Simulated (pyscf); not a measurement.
Single points on ωB97X-D3(BJ)/def2-SVP structures (PySCF, gas phase). Correlated levels are frozen-core, on RHF or UHF. ΔMP2 is the change of the MP2 total energy from the triple- to the quadruple-zeta basis.

Question: Estimate by transition-state theory the rate constant of ethane (H₃C–CH₃) + methylene (CH₂) [triplet] → ethyl (•H₂C–CH₃) + methyl (CH₃•) (triplet surface; C–C broken, C–C formed) at 900 K, with CCSD(T)/def2-TZVPP + ΔMP2(QZVPP) energies (ideal gas, 1 atm, RRHO with modes under 100 cm⁻¹ raised to 100, one conformer, R ln 2 for chiral ones without a mode under 150 cm⁻¹; no tunnelling).

Answer: The electronic barrier is 44.5 kcal/mol and the thermal terms add +22.4, so ΔG‡ = 66.9 kcal/mol. With k_BT/h = 1.88e+13 s⁻¹ and RT = 1.788 kcal/mol, and a volume of 1.23e-19 cm³ per molecule at 1 atm, k = 1.3e-22 cm³ molecule⁻¹ s⁻¹. Wigner's tunnelling factor for 1225i cm⁻¹ would be 1.16. A shift of 1 kcal/mol in the barrier changes k by a factor 1.7. •H₂C–CH₃ + CH₃• also meet on a surface of lower spin, which isn't treated here. Another saddle between the same species, by other bonds, lies lower (9.4 kcal/mol against 44.6 kcal/mol at ωB97M-D3(BJ)). The angle at the attacked C is 180°. The CCSD(T) − MP2 part came from Ansatz, without density fitting, on the same reference. A UHF reference is spin-contaminated (<S²> up to 2.13), which harms MP2 most.
